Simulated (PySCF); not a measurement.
# Carbon: a sound run and one with changed settings

Sound run: C [He] 2s2 2p2, C⁺ [He] 2s2 2p1. Computed with PySCF 2.14 in cc-pVTZ-DK (4s3p2d1f, 30 functions), with the spin-free X2C one-electron Hamiltonian (Gaussian nucleus). In the sound run the correlated levels freeze 1s2. The sound run starts from symmetry-adapted Hartree-Fock orbitals and uses a fine grid where one is needed.

Changed run: basis STO-3G, all-electron and non-relativistic. This setting is unsound on purpose.

```
species   method  sound run (hartree)  changed run (hartree)  converged
      C      UHF            -37.70651              -37.19839        yes
      C     MN15            -37.83051              -37.11320        yes
      C    B3LYP            -37.87397              -37.35239        yes
      C      MP2            -37.77345              -37.20823        yes
      C  CCSD(T)            -37.79571              -37.21862        yes
     C⁺      UHF            -37.30986              -36.87037        yes
     C⁺     MN15            -37.41484              -36.76974        yes
     C⁺    B3LYP            -37.45033              -36.99902        yes
     C⁺      MP2            -37.36055              -36.89090        yes
     C⁺  CCSD(T)            -37.38550              -36.91145        yes
```

Ionisation energy of C:

```csv
method,sound run (eV),changed run (eV)
UHF,10.794,8.926
MN15,11.311,9.346
B3LYP,11.528,9.616
MP2,11.235,8.635
SCS-MP2,11.107,8.577
CCSD,11.138,8.359
CCSD(T),11.162,8.359
```

A minimal basis cannot let orbitals breathe on ionisation and holds almost no correlation. The Hamiltonian changed with the basis, so the totals do not compare.

For comparison, NIST gives 11.260 eV between the lowest levels.
